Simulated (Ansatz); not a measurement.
# SiH₅ (doublet): wave-function methods side by side at distance H1–H2 along a hydrogen transfer = 0.745 Å, cc-pVTZ

Aim: climb from Hartree-Fock through coupled cluster and multireference methods for SiH₅ (doublet) at one geometry and basis, and see what each rung misses.

Program: Ansatz 0.2.0, Gaussian basis. Level of theory: cc-pVTZ, core rule «outside noble gas», up to 5 orbitals frozen. These are calculated values, not measurements.

Plan: UHF; CCSD(T) on ROHF; CCSD(T) on UHF; BCCD(T) on ROHF; CISD; CCSDT(Q) on ROHF; CCSDT(Q) on UHF; CASSCF and NEVPT2, 3 electrons in 3 orbitals; CASSCF and NEVPT2, 9 electrons in 9 orbitals.

## Step 1: The system

The geometry derives from fragments relaxed apart (PBE0/def2-TZVP) and kept rigid, so it is no stationary point. A hydrogen atom is moved between rigid fragments.

6 atoms, charge 0, spin multiplicity 2.

Atoms are counted from 1 here; the program's logs count them from 0.

Bond lengths: H1–H2 0.745 Å, Si3–H4 1.486 Å, Si3–H5 1.486 Å, Si3–H6 1.486 Å. Angles: H4–Si3–H5 111.3°, H4–Si3–H6 111.3°, H5–Si3–H6 111.3°.

## Step 2: UHF

File in.yaml:

```yaml
crystal:
  periodic: [false, false, false]
  atoms:
    - {symbol: H, position_ang: [-2.723399, 0.000000, -0.000001]}
    - {symbol: H, position_ang: [-1.978399, 0.000000, -0.000001]}
    - {symbol: Si, position_ang: [0.108601, 0.000000, 0.000000]}
    - {symbol: H, position_ang: [0.558574, -1.416253, 0.000000]}
    - {symbol: H, position_ang: [0.558575, 0.708126, -1.226511]}
    - {symbol: H, position_ang: [0.558574, 0.708127, 1.226511]}
basis:
  gaussian: {orbitals: cc-pVTZ}
magnetization: {spin_polarized: true, initial_magnetization: 1}
hamiltonian: {xc: hf}
output: {orbitals: {seedname: orbitals}}
```

Run with:

```sh
$ ansatz run in.yaml --threads 1 --pin off --events-out ev --progress --plain --max-ram 2816MiB --backend cpu
```

The runs that follow: CCSD(T) on ROHF; CCSD(T) on UHF; BCCD(T) on ROHF; CISD; CCSDT(Q) on ROHF; CCSDT(Q) on UHF; CASSCF and NEVPT2, 3 electrons in 3 orbitals; CASSCF and NEVPT2, 9 electrons in 9 orbitals.

Q: Predict the results of all the runs planned. Wanted: UCCSDT(Q) below the RHF energy; RMP2 from UCCSDT(Q); UMP2 from UCCSDT(Q); RCCSD from UCCSDT(Q); RCCSD(T) from UCCSDT(Q); UCCSD(T) from UCCSDT(Q); RCCSDT(Q) from UCCSDT(Q); NEVPT2 pair from UCCSDT(Q); NEVPT2 valence from UCCSDT(Q).

The runs gave:

| quantity | value |
| --- | --- |
| UCCSDT(Q) below the RHF energy | -5.3577 eV |
| RMP2 from UCCSDT(Q) | +1071.4 meV |
| UMP2 from UCCSDT(Q) | +1069.0 meV |
| RCCSD from UCCSDT(Q) | +144.4 meV |
| RCCSD(T) from UCCSDT(Q) | +27.8 meV |
| UCCSD(T) from UCCSDT(Q) | +27.3 meV |
| RCCSDT(Q) from UCCSDT(Q) | +1.0 meV |
| NEVPT2 pair from UCCSDT(Q) | +1071.8 meV |
| NEVPT2 valence from UCCSDT(Q) | +1113.9 meV |
| levels within 1 kcal/mol (43 meV) | RCCSD(T), UCCSD(T), BCCD(T), RCCSDT, UCCSDT, RCCSDT(Q) |
| T1 diagnostic | 0.019 |
| effectively unpaired electrons | 1.01 |

**Reading.** RCCSD(T) lands +27.8 meV from the yardstick (0.5 % of the correlation energy). One determinant dominates. Of the multireference levels listed NEVPT2 pair comes nearest in total energy (+1071.8 meV), which doesn't show that its space is the better one. These misses are within one basis, not against nature; the frozen cores of restricted and unrestricted runs differ, which can shift their rows.
